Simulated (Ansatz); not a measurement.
The same path of C₂H₆FNO (11 atoms, charge 0, multiplicity 1) was run 3 times with different band settings. Lost on the way: C2–H8. Made: N1–H8.

Theory: RHF/def2-SVP in Ansatz.

Relaxed end points:

```xyz
11
Properties=species:S:1:pos:R:3
N -1.230 0.898 -1.239
C -0.060 0.578 -0.512
O -0.256 -0.557 0.306
C 0.762 -0.901 1.126
F 1.833 -1.337 0.417
H -2.006 1.075 -0.627
H -1.488 0.153 -1.861
H 0.758 0.383 -1.204
H 0.220 1.424 0.123
H 0.424 -1.715 1.763
H 1.107 -0.057 1.730
```

```xyz
11
Properties=species:S:1:pos:R:3
N -0.615 0.556 -1.211
C 0.188 1.044 0.066
O -0.186 0.059 1.017
C 0.681 -0.962 1.130
F 0.579 -1.786 0.028
H -1.600 0.375 -1.054
H -0.194 -0.308 -1.517
H -0.513 1.234 -1.949
H -0.405 1.918 0.350
H 0.415 -1.563 1.997
H 1.714 -0.623 1.164
```

Common settings: movable images 5; climbing image yes; optimiser quadratic models (default); start path through a guess of the saddle point; iteration limit 60; end points relaxed.

| run | spring | force threshold |
| --- | --- | --- |
| 1 | 5.0 eV/Å² | 0.03 eV/Å |
| 2 | 20.0 eV/Å² | 0.03 eV/Å |
| 3 | 5.0 eV/Å² | 0.2 eV/Å |

Task: What does each run give, and how far can it be trusted?

Result: Run 1: converged after 21 iterations, highest image 4.162 eV above the first end. Neighbouring images differ by up to 3.9 eV, so the band resolves the path poorly. A vibrational analysis at the climbing image gives one clearly imaginary mode, 1891i cm⁻¹: a first-order saddle point.
Run 2: converged after 23 iterations, highest image 4.162 eV above the first end. Beside the main top the profile has a ripple of under 15 meV (maxima at images 1, 3), which may be a very shallow well or noise. Neighbouring images differ by up to 4.1 eV, so the band resolves the path poorly. Another band between the same ends (5 images) ends at a top of the same energy, where a vibrational analysis finds 1 clearly imaginary mode.
Run 3: converged after 16 iterations, highest image 4.163 eV above the first end. The threshold of 0.2 eV/Å is loose, so the images may lie well off the minimum-energy path. Neighbouring images differ by up to 3.9 eV, so the band resolves the path poorly. Another band between the same ends (5 images) ends at a top of the same energy, where a vibrational analysis finds 1 clearly imaginary mode.
The orbitals stay closed-shell, which can raise the energy where a bond breaks towards radicals; this wasn't checked here.
